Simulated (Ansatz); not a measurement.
# C3H4OS2: the cost of one run

Program: Ansatz 0.2.0. Level of theory: RKS PBE0-D4/STO-3G. These are calculated values, not measurements.

## 1. The system as given

Bond lengths: O1–C2 1.210 Å, C2–C3 1.310 Å, C3–S4 1.778 Å, C3–C5 1.480 Å, C5–S6 1.832 Å, S4–H7 1.325 Å, C5–H8 1.081 Å, C5–H9 1.141 Å, S6–H10 1.370 Å. Angles: O1–C2–C3 179.1°, C2–C3–S4 116.9°, C2–C3–C5 123.3°, S4–C3–C5 119.7°, C3–S4–H7 98.2°, C3–C5–S6 112.9°, C3–C5–H8 111.4°, C3–C5–H9 111.6°, S6–C5–H8 106.2°, S6–C5–H9 105.2°, H8–C5–H9 109.2°, C5–S6–H10 96.6°.

Structure file:

```xyz
10

O    -0.3970   -2.6784    1.1578
C    -0.2718   -1.7025    0.4528
C    -0.1198   -0.6419   -0.3002
S     0.6738   -0.8788   -1.8730
C    -0.5392    0.7161    0.1128
S     0.8689    1.7800    0.6046
H     0.8784    0.3947   -2.1762
H    -1.0420    1.2347   -0.6914
H    -1.2235    0.6857    1.0250
H     1.2553    1.0392    1.6907
```

## 2. Relaxing the start

File input.yaml:

```yaml
crystal:
  periodic: [false, false, false]
  atoms:
    - { symbol: O, position_ang: [-0.397, -2.6784, 1.1578] }
    - { symbol: C, position_ang: [-0.2718, -1.7025, 0.4528] }
    - { symbol: C, position_ang: [-0.1198, -0.6419, -0.3002] }
    - { symbol: S, position_ang: [0.6738, -0.8788, -1.873] }
    - { symbol: C, position_ang: [-0.5392, 0.7161, 0.1128] }
    - { symbol: S, position_ang: [0.8689, 1.78, 0.6046] }
    - { symbol: H, position_ang: [0.8784, 0.3947, -2.1762] }
    - { symbol: H, position_ang: [-1.042, 1.2347, -0.6914] }
    - { symbol: H, position_ang: [-1.2235, 0.6857, 1.025] }
    - { symbol: H, position_ang: [1.2553, 1.0392, 1.6907] }
basis:
  gaussian: { orbitals: STO-3G }
hamiltonian:
  xc: pbe0
  dispersion: d4
relax:
  f_tol: 0.02
  max_steps: 40
```

The run is started by

```
> ansatz run input.yaml --threads 1 --pin off --max-ram 2048MiB --backend cpu --events-out ev --progress --plain --runs-dir out
```

Q: Estimate wall time and peak memory on 1 thread of an Arm CPU, shared host.

About 33 s, with a peak of 0.12 GiB.
